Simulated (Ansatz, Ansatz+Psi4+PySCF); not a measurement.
Two shapes of singlet NH₃.

Shape 1:

```xyz
4

N     0.0000    0.0000    0.1165
H     0.0000    0.9397   -0.2718
H     0.8138   -0.4699   -0.2718
H    -0.8138   -0.4699   -0.2718
```

Shape 2:

```xyz
4

N     0.0000    0.0000    0.1022
H     0.0000    0.8935   -0.2670
H     0.7738   -0.4468   -0.2670
H    -0.7738   -0.4468   -0.2670
```

Basis set: cc-pVTZ (spherical functions). Frozen core: 1 orbital. Charge 0, multiplicity 1.

Computed with Ansatz (development build ahead of 0.2.0) and Psi4 1.11; each method stands on the lowest determinant of its kind that the runs found.

Q: Which shape is lower in energy, and by how much in each method?

A:

```json
{"method": "RHF", "E(2) − E(1) (eV)": "0.070"}
{"method": "RHF-MP2", "E(2) − E(1) (eV)": "0.141"}
{"method": "RHF-CCSD(T)", "E(2) − E(1) (eV)": "0.155"}
```

Shape 1 is lower.
